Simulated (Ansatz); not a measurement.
Process, species as SMILES: [CH]=CF → 2 C atom + F atom + 2 H atom
B3LYP-D3(BJ)/def2-TZVP geometries, fixed; electronic energies without zero-point terms.

Basis-set convergence of the atomisation energy at PBE with Ansatz (an electronic-structure program). Cartesian d functions, on some or all atoms, in 6-31G*, 6-31+G*; all else is spherical. The program fits the integrals of some runs and decomposes those of others, by size. Open shells are unrestricted. No added dispersion term, no relativity. Functions are those of the species that has most. Reference: the value in aug-pcseg-3, 472.31 kcal/mol, itself unsure by roughly 0.21 kcal/mol (its mean distance from aug-cc-pVQZ, cc-pV5Z, def2-QZVPPD). Deviations are taken from unrounded values.

```csv
basis,functions,atomisation energy (kcal/mol)
6-31G*,49,472.62
6-31+G*,61,465.82
cc-pVDZ,52,465.94
aug-cc-pVDZ,87,464.33
def2-SVP,52,477.27
def2-SVPD,79,477.14
pcseg-1,52,465.95
aug-pcseg-1,87,467.59
6-311G**,66,469.40
6-311+G**,78,467.30
def2-TZVP,105,471.50
def2-TZVPD,132,471.64
cc-pVTZ,118,472.37
aug-cc-pVTZ,184,471.50
pcseg-2,118,472.10
aug-pcseg-2,184,472.43
def2-TZVPP,121,472.03
def2-TZVPPD,148,472.09
cc-pVQZ,225,472.92
aug-cc-pVQZ,332,472.48
def2-QZVPP,231,471.91
def2-QZVPPD,258,471.91
pcseg-3,246,472.27
aug-pcseg-3,353,472.31
```

What the diffuse functions change, pair by pair:
- 6-31G* to 6-31+G*: 12 more functions, deviation 0.31 to -6.49 kcal/mol
- cc-pVDZ to aug-cc-pVDZ: 35 more functions, deviation -6.37 to -7.98 kcal/mol
- def2-SVP to def2-SVPD: 27 more functions, deviation 4.96 to 4.83 kcal/mol
- pcseg-1 to aug-pcseg-1: 35 more functions, deviation -6.36 to -4.72 kcal/mol
- 6-311G** to 6-311+G**: 12 more functions, deviation -2.91 to -5.01 kcal/mol
- def2-TZVP to def2-TZVPD: 27 more functions, deviation -0.81 to -0.67 kcal/mol
- cc-pVTZ to aug-cc-pVTZ: 66 more functions, deviation 0.06 to -0.81 kcal/mol
- pcseg-2 to aug-pcseg-2: 66 more functions, deviation -0.21 to 0.12 kcal/mol
- def2-TZVPP to def2-TZVPPD: 27 more functions, deviation -0.28 to -0.22 kcal/mol
- cc-pVQZ to aug-cc-pVQZ: 107 more functions, deviation 0.61 to 0.17 kcal/mol
- def2-QZVPP to def2-QZVPPD: 27 more functions, deviation -0.40 to -0.40 kcal/mol
- pcseg-3 to aug-pcseg-3: 107 more functions, deviation -0.04 to 0.00 kcal/mol

Leaving out the reference's own pair, they bring the value nearer the reference by more than 0.21 kcal/mol in 2 of 11 pairs.
